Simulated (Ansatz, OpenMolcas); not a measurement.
# AlH3O (AlH2(OH)): methods side by side

AlH3O has 5 atoms, charge 0, and is taken as a singlet. As SMILES, `[H][Al]([H])[OH]`. Geometry: a GFN2-xTB relaxation, a rough one for these elements and not checked as a minimum.

Each level gives the vertical ionisation energy (to the doublet cation) (eV). The values are calculated.

```csv
level,kind,program,value (eV)
BLYP/STO-3G,GGA,Ansatz,6.38
revPBE/STO-3G,GGA,Ansatz,6.44
BHLYP/STO-3G,global hybrid,Ansatz,?
PBE0/STO-3G,global hybrid,Ansatz,?
r2SCAN0/STO-3G,hybrid meta-GGA,Ansatz,6.71
wB97M-V/STO-3G,range-separated hybrid,Ansatz,6.84
B2PLYP/STO-3G,double hybrid,Ansatz,6.50
"FCI/STO-3G, open shells restricted",exact in the basis,OpenMolcas,5.63
```

Problem. Estimate the missing values from the other rows.

Solution. As computed at these levels: BHLYP/STO-3G: 6.72 eV; PBE0/STO-3G: 6.68 eV. The values span 5.63 to 6.84 eV. All rows use very small basis sets, so even the best lies far from the true value.
